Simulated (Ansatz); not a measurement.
# C2H4S2: the cost of one run

Program: Ansatz 0.2.0. Level of theory: RKS revPBE/def2-SVP. These are calculated values, not measurements.

**1. The starting structure**

Bond lengths: S1–C2 1.702 Å, C2–C3 1.477 Å, C2–S4 1.699 Å, C3–S4 1.630 Å, S1–H5 1.354 Å, C2–H6 1.085 Å, C3–H7 1.102 Å, C3–H8 1.142 Å. Angles: S1–C2–C3 119.4°, S1–C2–S4 113.9°, S1–C2–H6 115.1°, C3–C2–S4 61.3°, C3–C2–H6 118.0°, S4–C2–H6 118.3°, C2–S1–H5 99.2°, C2–C3–S4 66.1°, C2–C3–H7 119.5°, C2–C3–H8 119.3°, S4–C3–H7 119.9°, S4–C3–H8 116.3°, H7–C3–H8 110.0°, C2–S4–C3 52.6°.

Structure file:

```xyz
8

S    -0.0495    1.7375   -0.5859
C    -0.4448    0.3601    0.3324
C     0.4759   -0.7946    0.3397
S    -0.8368   -1.0025   -0.6038
H    -0.0965    1.1925   -1.8240
H    -1.0267    0.5542    1.2273
H     0.5915   -1.3906    1.2595
H     1.4791   -0.7135   -0.2009
```

**2. Relaxing end A**

input.yaml

```yaml
crystal:
  periodic: [false, false, false]
  atoms:
    - { symbol: S, position_ang: [-0.0495, 1.7375, -0.5859] }
    - { symbol: C, position_ang: [-0.4448, 0.3601, 0.3324] }
    - { symbol: C, position_ang: [0.4759, -0.7946, 0.3397] }
    - { symbol: S, position_ang: [-0.8368, -1.0025, -0.6038] }
    - { symbol: H, position_ang: [-0.0965, 1.1925, -1.824] }
    - { symbol: H, position_ang: [-1.0267, 0.5542, 1.2273] }
    - { symbol: H, position_ang: [0.5915, -1.3906, 1.2595] }
    - { symbol: H, position_ang: [1.4791, -0.7135, -0.2009] }
basis:
  gaussian: { orbitals: def2-SVP }
hamiltonian:
  xc: revpbe
relax:
  f_tol: 0.015
  max_steps: 40
```

Command:

```sh
ansatz run input.yaml --threads 1 --pin off --max-ram 2048MiB --backend cpu --events-out ev --progress --plain --runs-dir out
```

**Question.** How long does this run take on 1 thread of AMD EPYC 9R45 (Zen 5), shared host, and how much memory does it need?

About 11 s, with a peak of 0.14 GiB.
